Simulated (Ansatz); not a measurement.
The first iterations of a band of H3OSSi (6 atoms, charge 1, multiplicity 1).

The calculation used RKS PBE0/def2-SVP in Ansatz.

- movable images: 9
- climbing image: yes
- spring: 5.0 eV/Å²
- optimiser: quadratic models (default)
- start path: IDPP
- force threshold: 0.03 eV/Å
- iteration limit: 52
- end points: relaxed

Initial state:

```xyz
6
Properties=species:S:1:pos:R:3
O -1.480 -0.811 0.056
S 0.019 -1.025 -0.595
Si 0.881 0.761 -0.066
H -1.740 -1.633 0.512
H 2.215 0.990 -0.659
H 0.105 1.718 0.751
```

Final state:

```xyz
6
Properties=species:S:1:pos:R:3
O -1.092 -1.056 0.735
S 0.183 -1.131 -0.307
Si 0.756 0.840 -0.287
H -1.827 -1.575 0.362
H 2.019 1.115 -1.004
H -0.038 1.807 0.501
```

| iteration | highest image above the first end (eV) | largest band force component (eV/Å) |
| --- | --- | --- |
| 1 | 0.053 | 0.466 |
| 2 | 0.034 | 0.504 |

Does the band converge within its limit, and where does its top end?

It converged. It ended after 6 iterations with the highest image 0.015 eV above the first end. A vibrational analysis at the climbing image gives one clearly imaginary mode, 189i cm⁻¹: a first-order saddle point.

Time of the run: 3.3 min on 1 thread of Intel(R) Xeon(R) Processor @ 2.50GHz (Skylake/Cascade Lake), with other jobs on the host, peak memory 0.13 GiB.
